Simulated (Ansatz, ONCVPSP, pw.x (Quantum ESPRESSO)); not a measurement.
**From atom to crystal: ONCV potential for Ba**

* Element: Ba (Z = 56)
* Generator: ONCVPSP 4.0.1.1 (patched build)
* Type: optimised norm-conserving Vanderbilt (ONCV)
* Functional: PBE
* Relativity: scalar-relativistic
* Frozen core: [Kr] 4d10 5s2
* Valence charge: 8
* Reference configuration: 5p6 6s2
* Partial waves: 6s: rc 3.55 bohr, ncon 4, nbas 8, qcut 1.6 1/bohr, 2 projectors, debl 1.3 Ha; 5p: rc 2.80 bohr, ncon 4, nbas 7, qcut 5.6 1/bohr, 2 projectors, debl 2 Ha; d scattering state at 0.29 Ha: rc 3.05 bohr, ncon 4, nbas 8, qcut 3.4 1/bohr, 2 projectors, debl 0.45 Ha
* Local potential: polynomial inside 2.25 bohr (lpopt 3, dvloc0 2 Ha)
* Core correction: none

In the d channel the program set the typed energies aside and used 0.050, 0.500 Ha.

Crystal test: bcc Ba in pw.x 7.5, no spin, 9³ k-points, Fermi–Dirac smearing 0.01 Ry, cutoffs 35/140 Ry. The reference is all-electron LAPW (Ansatz 0.2.0) with the same functional, mesh and smearing; V0 and B0 come from Birch–Murnaghan fits to the pressures at five volumes. Errors are pseudo minus all-electron; Δ is the rms difference of the E(V) curves that follow from these fits, minima aligned, over ±6 % about the mean V0. Mesh and smearing are coarse, so the numbers serve the comparison and aren't converged zero-temperature values; the lattice is a test structure that the element need not adopt.

| V (Å³/atom) | P all-electron (GPa) | P pseudo (GPa) |
| --- | --- | --- |
| 60.428 | 0.47 | 0.54 |
| 62.018 | 0.23 | 0.29 |
| 63.608 | 0.01 | 0.06 |
| 65.198 | -0.19 | -0.15 |
| 66.788 | -0.38 | -0.34 |

All-electron: a0 = 5.031 Å (V0 = 63.67 Å³/atom), B0 = 8.4 GPa.

Pseudopotential: mean pressure error (GPa): +0.05; a0 (Å): 5.041; a0 error (%): +0.20; B0 error (%): +1.0; Δ (meV/atom): 0.7. The generator flags a localised state at positive energy (s at 27 eV).

Q: At the middle volume, how do free energy and pressure move when the wave cutoff is lowered (ecutrho kept at four times it)?

A:

```csv
cutoff (Ry),shift of F (meV/atom),shift of P (GPa)
16,+80.8,-0.75
21,+9.5,-0.17
28,+0.1,-0.00
```

Input at the middle volume:

```
&control
  calculation='scf', prefix='x', pseudo_dir='./', outdir='./tmp', tstress=.true., disk_io='none'
/
&system
  ibrav=0, nat=1, ntyp=1, ecutwfc=35, ecutrho=140, nbnd=11,
  occupations='smearing', smearing='fd', degauss=0.01
/
&electrons
  conv_thr=1e-09, mixing_beta=0.4, electron_maxstep=70
/
ATOMIC_SPECIES
Ba 1.0 Ba.UPF
CELL_PARAMETERS angstrom
  -2.51468688 2.51468688 2.51468688
  2.51468688 -2.51468688 2.51468688
  2.51468688 2.51468688 -2.51468688
ATOMIC_POSITIONS crystal
Ba 0.0000 0.0000 0.0000
K_POINTS automatic
9 9 9 0 0 0
```

```bash
pw.x < Ba.scf.in > Ba.scf.out
```

Lines of the output:

```
Message from routine setup:
     using ibrav=0 with symmetry is DISCOURAGED, use correct ibrav instead
     lattice parameter (alat)  =       8.2308  a.u.
     unit-cell volume          =     429.2481 (a.u.)^3
     number of electrons       =         8.00
     number of Kohn-Sham states=           11
     kinetic-energy cutoff     =      35.0000  Ry
     charge density cutoff     =     140.0000  Ry
     scf convergence threshold =      1.0E-09
     Exchange-correlation= PBE
     number of k points=    35  Fermi-Dirac smearing, width (Ry)=  0.0100
     iteration #  1     ecut=    35.00 Ry     beta= 0.40
     total energy              =     -30.70845168 Ry
     estimated scf accuracy    <       0.00053064 Ry
     iteration #  2     ecut=    35.00 Ry     beta= 0.40
     total energy              =     -30.70861968 Ry
     estimated scf accuracy    <       0.00021050 Ry
     iteration #  3     ecut=    35.00 Ry     beta= 0.40
     total energy              =     -30.70864201 Ry
     estimated scf accuracy    <       0.00000245 Ry
     iteration #  4     ecut=    35.00 Ry     beta= 0.40
     total energy              =     -30.70864247 Ry
     estimated scf accuracy    <       0.00000004 Ry
     iteration #  5     ecut=    35.00 Ry     beta= 0.40
     total energy              =     -30.70864248 Ry
     estimated scf accuracy    <          7.1E-09 Ry
     iteration #  6     ecut=    35.00 Ry     beta= 0.40
     the Fermi energy is     4.9991 ev
!    total energy              =     -30.70864248 Ry
     estimated scf accuracy    <          7.8E-11 Ry
     smearing contrib. (-TS)   =      -0.00653655 Ry
     The total energy is F=E-TS. E is the sum of the following terms:
     one-electron contribution =      -5.43741117 Ry
     hartree contribution      =       4.36129704 Ry
     xc contribution           =      -5.11972758 Ry
     ewald contribution        =     -24.50626422 Ry
     convergence has been achieved in   6 iterations
          total   stress  (Ry/bohr**3)                   (kbar)     P=        0.59
     Message from routine punch:
     Nothing written, as per user request (disk_io='none')
```

The run at the middle volume (35 k-points, 6 iterations) took about 8.5 s on one core of a shared host (Neoverse-N1, 64 threads, 124 GiB, load 60).
